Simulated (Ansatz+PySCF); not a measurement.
Results of a calculation; reference values are marked as such.
## PySCF 2.14.0 run

```python
from pyscf import gto, scf, cc

mol = gto.M(atom="""
S 0.000000 0.000000 0.000000
S 0.809700 1.079600 2.337410
""", basis='sto-3g', charge=0, spin=0)
mf = scf.UHF(mol)
mf.kernel()
mycc = cc.CCSD(mf, frozen=10).run()
et = mycc.ccsd_t()
print(mf.e_tot, mycc.e_corr, et, mycc.e_tot + et)
```

The script is written out from the run's settings.

Output:

```json
{"Converged": "yes", "Reference energy": "-786.04122 hartree", "CCSD correlation energy": "-0.25020 hartree", "Triples correction": "-0.00147 hartree", "Total energy": "-786.29289 hartree", "Spin squared of the determinant": "0.000"}
```

The reference isn't the lowest determinant (another lies 6.21 eV lower), but the same method gives a higher total on the lower determinant. Caution: large amplitudes, a single reference is doubtful; another spin multiplicity may lie lower.
